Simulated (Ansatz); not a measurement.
## Ga₂O₃ (C2/m, No. 12)

Computed with HSE06 (Ansatz, an electronic-structure program, PAW).

Numerical settings: plane-wave cutoff 460 eV, 8×8×4 k mesh (along the axes of the cell as run), Fermi–Dirac smearing 0.01 eV, scalar-relativistic PAW data made under PBE.

Cell: relaxed with PBEsol: a = 12.278 Å, b = 3.047 Å, c = 5.810 Å, α = γ = 90.00°, β = 103.71°.

For Ga₂O₃ (C2/m, No. 12), the band gap is 4.13 eV. The smallest direct gap on the k points sampled is 4.14 eV.

Measured, for comparison: band gap 4.85 ± 0.1 eV (room temperature, no zero-point or thermal correction, ARPES, indirect, as cited; as tabulated in Mengle et al. (2016), arXiv:1902.02681).

Note: cell and atoms aren't relaxed at this level (largest force component 0.16 eV/Å, pressure -1.1 GPa).

Spin–orbit coupling is not included.

Computed values are for the static lattice.

Cost on a shared machine: roughly 14 core-minutes.
